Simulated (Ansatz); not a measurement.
## Relaxing Rb2Al4Au

The calculation used DFT PBE, scalar-relativistic, plane waves, PAW in Ansatz. Cutoff 420 eV, Γ-centred k mesh, Gaussian smearing, no spin polarisation in the final step.

Rb2Al4Au was placed on the sites of a reported YTi2Ga4 cell (I4/mmm, No. 139), with Au in place of Y, Rb in place of Ti, Al in place of Ga, at a guessed volume.

```
Rb Al Au
1.0
    -3.63828    3.63828    2.97264
     3.63828   -3.63828    2.97264
     3.63828    3.63828   -2.97264
Rb Al Au
2 4 1
Direct
  0.75000 0.25000 0.50000
  0.25000 0.75000 0.50000
  0.30300 0.30300 0.60600
  0.30300 0.69700 0.00000
  0.69700 0.69700 0.39400
  0.69700 0.30300 0.00000
  0.00000 0.00000 0.00000
```

Cell and atoms relax at zero pressure; the relaxation can't lower the symmetry of the start. After a coarse first stage the cell is made exact in the group found at 0.06 Å.

Energies over the elements count from the elements' standard structures at the same level, with no empirical corrections.

Question: What does it relax into?

Answer: It keeps I4/mmm (No. 139). Conventional cell: a = 8.557 Å, c = 5.882 Å. Rb is coordinated by 2 Rb at 2.94 Å and 8 Al at 3.57 Å; Al has 2 Al at 2.59 Å; Au has 8 Al at 3.47 Å.

Space group I4/mmm (No. 139). a = 8.557 Å, b = 8.557 Å, c = 5.882 Å, α = 90.00°, β = 90.00°, γ = 90.00°
```csv
atom,site,symmetry,x,y,z
Rb,4d,-4m2,0.0000,0.5000,0.2500
Al,8h,m.2m,0.8485,0.8485,0.5000
Au,2a,4/mmm,0.0000,0.0000,0.0000
```

Question: What are its volume, energy, density and gap?

Answer: The volume per atom is 30.77 Å³. The density is 3.67 g/cm³. The energy over the elements is 0.59 eV/atom. The gap on the 8×8×8 mesh is 0 eV (a metal).

The final run used a 8×8×8 mesh on its 7-atom cell and 0.10 eV smearing. The k mesh leaves about 4 meV/atom of noise in metals. Spin–orbit coupling is left out. A structure relaxed within its symmetry needn't be a true minimum.

Cost: 3 runs of about 2.3 core-minutes in all, on Arm Neoverse V2 (shared hosts).